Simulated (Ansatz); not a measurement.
# Isomers

Structures of CH3SSi (charge +1), closed shell, relaxed at PBE0-D4/def2-TZVP (vibrations not checked; lower isomers may exist, and structures with a doubtful reference or unclear bonds are left out). Computed with Ansatz 0.2.0 (basis: def2-TZVPP); correlated methods freeze the cores. B3LYP uses VWN-RPA correlation.

Q: Rank them by CCSD(T) energy, lowest first, and give each one's height above the lowest. Links in brackets join atoms within 1.22 times the sum of their covalent radii (1.1 for two metals). (Judge from chemistry; the value comes from the calculation.)
A.
CH₃SSi ([SiH][CH][SH]), total charge +1
```
6
angstrom
C 0.5546 0.2787 -0.5338
Si 1.7786 -1.0964 -0.8103
S -0.5973 0.6647 0.5705
H 0.4879 0.9559 -1.3981
H 2.8411 -0.1438 -0.2873
H -0.3439 -0.2794 1.5066
```
B.
CH₃SSi ([CH]1[SiH][SH]1), total charge +1
```
6
angstrom
C -0.4484 -0.0042 -0.0540
Si 0.5487 -1.3292 -0.1014
S 0.4174 0.0629 1.5627
H -1.2068 0.6922 -0.3749
H 1.2249 -2.5905 -0.4364
H 1.4502 0.9245 1.3411
```
C.
CH₃SSi ([CH2]1[Si][SH]1), total charge +1
```
6
angstrom
Si -2.0034 0.5779 0.1473
C -0.4255 -0.0790 -0.6094
S 0.1850 0.8666 0.8384
H -0.0446 0.4064 -1.5109
H -0.1789 -1.1400 -0.5998
H 0.0618 -0.0907 1.7854
```
D.
CH₃SSi ([CH2][Si][SH]), total charge +1
```
6
angstrom
C -0.9722 0.2010 -0.9112
Si 0.3755 -0.3067 0.0357
S 1.1114 0.3354 1.8190
H -1.8562 -0.4387 -0.9501
H -0.7865 0.7669 -1.8264
H 2.1279 -0.5579 1.8330
```

A: By the calculation: C (0.00 kcal/mol), D (17.41 kcal/mol), A (34.14 kcal/mol), B (40.28 kcal/mol). Heights count from the lowest.

Q: Do PBE-D4, r2SCAN-D4, PBE0-D4, B3LYP-D4, wB97M-V, HF, MP2 give the same order? (A judgement: the text doesn't fix the answer.)

A: The calculation gives: Lowest first: MP2 C < D < B < A. The others agree with CCSD(T).

T1 diagnostic: at most 0.026. The T1 diagnostic is large here, which may signal multireference character or strong orbital relaxation, so CCSD(T) is less sure. The restricted Hartree–Fock reference is unstable towards an unrestricted one at one or more of these structures. A large double-excitation amplitude points to some diradical character; no triplet was computed.

For scale, one of the runs: CCSD(T)/def2-TZVPP, 157 basis functions, launched by `ansatz run in.yaml --threads 2 --pin off --events-out ev --progress --plain --max-ram 4352MiB`. Time: 12 s of wall clock on 2 CPU threads of an Intel Xeon Platinum 8559C; the host was shared. Peak host memory: 1 GiB.
